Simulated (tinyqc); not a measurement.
Pariser-Parr-Pople SCF with singles CI, for the molecule C=CC=C(O)Cl (SMILES; centres numbered as the heavy atoms are written), step by step. One step of it, computed by the program tinyqc.

Question. Iteration 3: Fock matrix. F_rr = H_rr + P_rr gamma_rr / 2 + sum_(s != r) P_ss gamma_rs; F_rs = H_rs - P_rs gamma_rs / 2; E = tr P (H + F) / 2 + core repulsion sum_(r<s) z_r z_s gamma_rs.

P after iteration 2:
```
            1C         2C         3C         4C         5O        6Cl
1C    1.268638   0.380999  -0.150481  -0.240042   0.157126   0.069622
2C    0.380999   0.825040   0.800361   0.023770  -0.145238  -0.040748
3C   -0.150481   0.800361   1.236844   0.362528  -0.057585  -0.054664
4C   -0.240042   0.023770   0.362528   1.001963   0.498752   0.226033
5O    0.157126  -0.145238  -0.057585   0.498752   1.720310  -0.117808
6Cl   0.069622  -0.040748  -0.054664   0.226033  -0.117808   1.947206
```

core matrix H (eV):
```
             1C          2C          3C          4C          5O         6Cl
1C   -40.063109   -2.390000    0.000000    0.000000    0.000000    0.000000
2C    -2.390000  -48.529949   -2.390000    0.000000    0.000000    0.000000
3C     0.000000   -2.390000  -53.318685   -2.390000    0.000000    0.000000
4C     0.000000    0.000000   -2.390000  -60.674586   -2.240000   -1.590000
5O     0.000000    0.000000    0.000000   -2.240000  -65.208643    0.000000
6Cl    0.000000    0.000000    0.000000   -1.590000    0.000000  -58.411330
```

repulsion gamma_rs (eV):
```
            1C         2C         3C         4C         5O        6Cl
1C   11.130000   7.555066   5.239813   3.669945   2.920999   3.298143
2C    7.555066  11.130000   7.553419   5.238149   3.780923   4.730735
3C    5.239813   7.553419  11.130000   7.552365   5.578860   5.327684
4C    3.669945   5.238149   7.552365  11.130000   8.700078   7.826986
5O    2.920999   3.780923   5.578860   8.700078  21.500000   5.613891
6Cl   3.298143   4.730735   5.327684   7.826986   5.613891  13.000000
```

Centres (angstrom, eV; a flat drawing with bonds scaled to 1.40 angstrom):
```
centre          x          y  core charge z          W   gamma_rr
1C      -2.683000  -0.205000              1  11.160000  11.130000
2C      -1.384000   0.316000              1  11.160000  11.130000
3C      -0.283000  -0.549000              1  11.160000  11.130000
4C       1.017000  -0.028000              1  11.160000  11.130000
5O       2.118000  -0.893000              2  33.000000  21.500000
6Cl      1.215000   1.358000              2  26.000000  13.000000
```

Give: F; pi energy.

Answer.

F (eV):
```
         1C      2C      3C      4C       5O      6Cl
1C   -5.165  -3.829   0.394   0.440   -0.229   -0.115
2C   -3.829  -4.047  -5.413  -0.062    0.275    0.096
3C    0.394  -5.413  -6.018  -3.759    0.161    0.146
4C    0.440  -0.062  -3.759  -6.572   -4.410   -2.475
5O   -0.229   0.275   0.161  -4.410  -13.341    0.331
6Cl  -0.115   0.096   0.146  -2.475    0.331  -13.578
```

pi energy = -130.213 eV
